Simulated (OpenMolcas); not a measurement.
# One shape, several levels: [SiH3]+ (SMILES [SiH3+])

We compute a comparison of 6 runs (HF/3-21G, M06-2X/3-21G, PBE0/3-21G, MP2/3-21G, ACPF/3-21G, CISD/3-21G) of [SiH3]+. 

The results are computed with OpenMolcas 26.06.

## 1. The system as given

[SiH3]+ has 4 atoms, charge +1, and is taken as a singlet. As SMILES, `[SiH3+]`. The Si1–H4 distance was set to 2.576 Å, away from the relaxed value. At this shape a bond of the SMILES string is far longer than usual.

Bond lengths: Si1–H2 1.472 Å, Si1–H3 1.472 Å. Angles: H2–Si1–H3 120.0°.

## 2. The energy at HF/3-21G (run 1)

job.inp reads:

```
* H3Si Hartree-Fock
&GATEWAY
BasLib
$CurrDir
Coord
4
bohr
Si     0.80572064    -1.12205512     1.56339499
H      2.10377351     0.15426590     3.66666017
H      0.58197706    -3.89466129     1.54468670
H     -1.07430930     1.49609617    -2.08455689
Basis
3-21G
Group
NoSym
&SEWARD
&SCF
Charge
1
Thresholds
1e-10 1e-07 1e-07 1e-05
PrOrbitals
1 1
```

The basis set 3-21G is read from a file made from the Basis Set Exchange's data (not shown).

On the command line:

```console
$ export MOLCAS_MEM=1860
$ pymolcas job.inp > job.log
```

Log:

```text
--- Start Module: gateway ---
[...]
--- Stop Module: gateway /rc=_RC_ALL_IS_WELL_ ---
--- Start Module: seward ---
[...]
      Basis functions           19
--- Stop Module: seward /rc=_RC_ALL_IS_WELL_ ---
--- Start Module: scf ---
[...]
       Convergence after  12 Iterations
[...]
::    Total SCF energy                               -288.6680607277
[...]
      Total spin, S                                     0.0000000000
[...]
      Total electronic charge=   16.000000
      Total            charge=    1.000000
[...]
      Dipole Moment (debye):
      Origin of the operator (angstrom)=    0.4125   -0.5745    0.8004
                   X= -5.3726E-01               Y=  7.4824E-01               Z= -1.0425E+00           Total=  1.3911E+00
      Center of Charge (angstrom)
[...]
--- Stop Module: scf /rc=_RC_ALL_IS_WELL_ ---
[...]
```

Wall time 1.6 s (1 thread of Arm Neoverse V1, shared host); peak memory 0.37 GiB.

## 3. The energy at M06-2X/3-21G (run 2)

job.input reads:

```
>>> EXPORT MOLCAS_PRINT=2

&gateway
  baslib=$CurrDir
  coord
  4
  bohr
  Si     0.80572064    -1.12205512     1.56339499
  H      2.10377351     0.15426590     3.66666017
  H      0.58197706    -3.89466129     1.54468670
  H     -1.07430930     1.49609617    -2.08455689
  basis=3-21G
  group=NoSym

&seward
  gridinput
  Grid=UltraFine
  End of Grid

&scf
  charge=1
  ksdft=M062X
  thresholds=1e-10 1e-07 1e-07 1e-05
  prorbitals=1 1
```

The basis set 3-21G is read from a file made from the Basis Set Exchange's data (not shown).

On the command line:

```console
$ export MOLCAS_MEM=1860
$ pymolcas job.input > job.log
```

Log:

```text
--- Start Module: gateway ---
[...]
--- Stop Module: gateway /rc=_RC_ALL_IS_WELL_ ---
--- Start Module: seward ---
[...]
      Basis functions           19
--- Stop Module: seward /rc=_RC_ALL_IS_WELL_ ---
--- Start Module: scf ---
[...]
       Convergence after  14 Iterations
[...]
::    Total KS-DFT energy                            -289.2187156732
[...]
      Total spin, S                                     0.0000000000
[...]
      Total electronic charge=   16.000000
      Total            charge=    1.000000
[...]
      Dipole Moment (debye):
      Origin of the operator (angstrom)=    0.4125   -0.5745    0.8004
                   X= -4.7569E-01               Y=  6.6248E-01               Z= -9.2302E-01           Total=  1.2317E+00
      Center of Charge (angstrom)
[...]
--- Stop Module: scf /rc=_RC_ALL_IS_WELL_ ---
[...]
```

Run time: 5.4 s. Hardware: 1 thread of Arm Neoverse V1, shared host; peak memory 0.37 GiB.

Runs 3 to 4 aren't shown in full; the table further down has their settings and results.

## 4. The energy at ACPF/3-21G (run 5)

job.inp reads:

```
&GATEWAY
BasLib=$CurrDir
Coord
4
bohr
Si     0.80572064    -1.12205512     1.56339499
H      2.10377351     0.15426590     3.66666017
H      0.58197706    -3.89466129     1.54468670
H     -1.07430930     1.49609617    -2.08455689
Basis=3-21G
Group=NoSym
&SEWARD
&SCF
Charge=1
Thresholds=1e-10 1e-07 1e-07 1e-05
PrOrbitals=1 1
&MOTRA
Frozen=5
&GUGA
Electrons=6
Spin=1
Inactive=3
Active=0
CIAll=1
&CPF
ACPF
```

The basis set 3-21G is read from a file made from the Basis Set Exchange's data (not shown).

On the command line:

```console
$ export MOLCAS_MEM=1860
$ pymolcas job.inp > job.log
```

Log:

```text
--- Start Module: gateway ---
[...]
--- Stop Module: gateway /rc=_RC_ALL_IS_WELL_ ---
[...]
      Basis functions           19
[...]
       Convergence after  12 Iterations
[...]
::    Total SCF energy                               -288.6680607277
[...]
      Total spin, S                                     0.0000000000
[...]
      *** WARNING: Default frozen orbitals is overwritten by user input.
      *** Default values:   2
[...]
--- Start Module: guga ---
[...]
--- Stop Module: guga /rc=_RC_ALL_IS_WELL_ ---
--- Start Module: cpf ---
[...]
      Active orbitals                            0       0
[...]
      Spin quantum number                      0.0
[...]
     FINAL ACPF ENERGY        -288.77654893
     FINAL CORRELATION ENERGY   -0.10848820  REFERENCE ENERGY    -288.66806073
[...]
      Title:  ACPF natural orbitals
[...]
      Total electronic charge=   16.000000
      Total            charge=    1.000000
[...]
      Dipole Moment (debye):
      Origin of the operator (angstrom)=    0.4125   -0.5745    0.8004
                   X= -5.5535E-02               Y=  7.7356E-02               Z= -1.0776E-01           Total=  1.4381E-01
      Quadrupole Moment (debye*angstrom):
[...]
--- Stop Module: cpf /rc=_RC_ALL_IS_WELL_ ---
[...]
```

Run time: 1.8 s. Hardware: 1 thread of Arm Neoverse V1, shared host; peak memory 0.37 GiB.

## 5. A single-point energy at CISD/3-21G (run 6)

job.inp reads:

```
* H3Si CISD

&GATEWAY
 BasLib
 $CurrDir
 Coord
 4
 bohr
 Si     0.80572064    -1.12205512     1.56339499
 H      2.10377351     0.15426590     3.66666017
 H      0.58197706    -3.89466129     1.54468670
 H     -1.07430930     1.49609617    -2.08455689
 Basis
 3-21G
 Group
 NoSym

&SEWARD

&SCF
 Charge
 1
 Thresholds
 1e-10 1e-07 1e-07 1e-05
 PrOrbitals
 1 1

&MOTRA
 Frozen
 5

&GUGA
 Electrons
 6
 Spin
 1
 Inactive
 3
 Active
 0
 CIAll
 1

&CPF
 SDCI
```

The basis set 3-21G is read from a file made from the Basis Set Exchange's data (not shown).

On the command line:

```console
$ export MOLCAS_MEM=1860
$ pymolcas job.inp > job.log
```

Log:

```text
--- Start Module: gateway ---
[...]
--- Stop Module: gateway /rc=_RC_ALL_IS_WELL_ ---
[...]
      Basis functions           19
[...]
       Convergence after  12 Iterations
[...]
::    Total SCF energy                               -288.6680607277
[...]
      Total spin, S                                     0.0000000000
[...]
      *** WARNING: Default frozen orbitals is overwritten by user input.
      *** Default values:   2
[...]
--- Start Module: guga ---
[...]
--- Stop Module: guga /rc=_RC_ALL_IS_WELL_ ---
--- Start Module: cpf ---
[...]
      Active orbitals                            0       0
[...]
      Spin quantum number                      0.0
[...]
     FINAL CI ENERGY          -288.76511724
     FINAL CORRELATION ENERGY   -0.09705651  REFERENCE ENERGY    -288.66806073
[...]
     REL. CI ENERGY           -288.76511724
[...]
      Total electronic charge=   16.000000
      Total            charge=    1.000000
[...]
      Dipole Moment (debye):
      Origin of the operator (angstrom)=    0.4125   -0.5745    0.8004
                   X= -2.2035E-01               Y=  3.0689E-01               Z= -4.2755E-01           Total=  5.7056E-01
      Quadrupole Moment (debye*angstrom):
[...]
--- Stop Module: cpf /rc=_RC_ALL_IS_WELL_ ---
[...]
```

Run time: 1.8 s. Hardware: 1 thread of Arm Neoverse V1, shared host; peak memory 0.37 GiB.

## 6. The series

```
run         level  integration grid  frozen core orbitals  energy (Eh)  HOMO energy (eV)  LUMO energy (eV)  HOMO–LUMO gap (eV)  wall time
  1      HF/3-21G                 –                     –  -288.668061            -16.53             -6.61                9.92      1.6 s
  2  M06-2X/3-21G         UltraFine                     –  -289.218716            -15.35             -9.17                6.18      5.4 s
  3    PBE0/3-21G         UltraFine                     –  -289.135694            -14.60            -10.18                4.42      4.5 s
  4     MP2/3-21G                 –                     5  -288.733060            -16.53             -6.61                9.92      1.7 s
  5    ACPF/3-21G                 –                     5  -288.776549            -16.53             -6.61                9.92      1.8 s
  6    CISD/3-21G                 –                     5  -288.765117            -16.53             -6.61                9.92      1.8 s
```

## 7. What came out

| quantity | value |
| --- | --- |
| run 6: total energy | -288.76512 Eh |
| run 6: HOMO energy (Hartree–Fock orbitals) | -16.53 eV |
| run 6: LUMO energy (Hartree–Fock orbitals) | -6.61 eV |
| run 6: HOMO–LUMO gap (Hartree–Fock orbitals) | 9.92 eV |
| run 6: correlation energy (5 core orbitals frozen) | -97.1 mEh |

In words: Below the HF energy at the same shape and in the same basis (3-21G): MP2 -65.0 mEh; ACPF -108.5 mEh; CISD -97.1 mEh. Over runs 1, 2, 3 the HOMO–LUMO gap runs from 4.42 eV (PBE0/3-21G) to 9.92 eV (HF/3-21G). Exact exchange widens orbital gaps. Totals of different functionals can't be ranked against each other. All runs together took 17 s, the longest 5.4 s.
